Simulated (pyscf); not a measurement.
Four-centre exchange: H₂B–OH + CH₄ → H₃C–BH–OH + H₂

Gas phase, singlet surface, charge 0. Bonds broken: B1–H3, C6–H7. Bonds formed: B1–C6, H3–H7. PySCF, gas phase, ωB97X-D3(BJ)/def2-SVP geometries.

Transition state (Å):

```xyz
10

B     -1.2082    -0.5670    -0.1887
O     -1.3539    -0.7160     1.2037
H     -0.3497    -1.4331    -0.7333
H     -2.1844    -0.6710    -0.8888
H     -0.5506    -0.5658     1.7085
C     -0.4614     0.9966    -0.6398
H     -0.0772    -0.3865    -0.7763
H     -0.5220     1.2688    -1.7035
H      0.5377     1.2536    -0.2480
H     -1.1962     1.5899    -0.0779
```

One imaginary mode, 1286i cm⁻¹; descent along it reached the two sides named.

```
bond   change  reactant side (Å)  saddle  product side
-----  ------  -----------------  ------  ------------
B1–H3  breaks              1.215   1.336           3.0
C6–H7  breaks              1.099   1.442           3.6
B1–C6   forms                3.5   1.790         1.579
H3–H7   forms                3.0   1.082         0.760
```

Electronic energies relative to the separated reactants (kJ/mol):

```tsv
level	barrier	reaction energy	reverse barrier
ωB97X-D3(BJ)/def2-TZVP	189.9	+17.0	172.9
PBE/def2-TZVP	157.2	+15.1	142.1
r²SCAN/def2-TZVP	166.1	+13.6	152.6
B3LYP-D3(BJ)/def2-TZVP	191.9	+19.1	172.8
PBE0-D3(BJ)/def2-TZVP	164.2	+15.3	148.9
M06-2X/def2-TZVP	189.3	+15.1	174.3
ωB97M-D3(BJ)/def2-TZVP	188.2	+17.6	170.6
HF/def2-TZVP	280.9	+37.3	243.6
```

With ωB97M-D3(BJ)/def2-TZVP energies and thermal terms (ideal gas, 1 atm, RRHO with modes under 100 cm⁻¹ raised to 100, one conformer, R ln 2 for chiral ones without a mode under 150 cm⁻¹), in kJ/mol:

```
T (K)    ΔH‡    ΔG‡     ΔH     ΔG
-----  -----  -----  -----  -----
298    183.9  222.5   +3.8   +8.1
600    185.2  261.4   +9.5  +10.2
900    188.3  298.8  +14.3   +9.5
1200   191.6  335.2  +17.8   +7.3
```

At the saddle there is also a short B–H contact that neither side keeps. One saddle was located; it need not be the lowest between these sides.
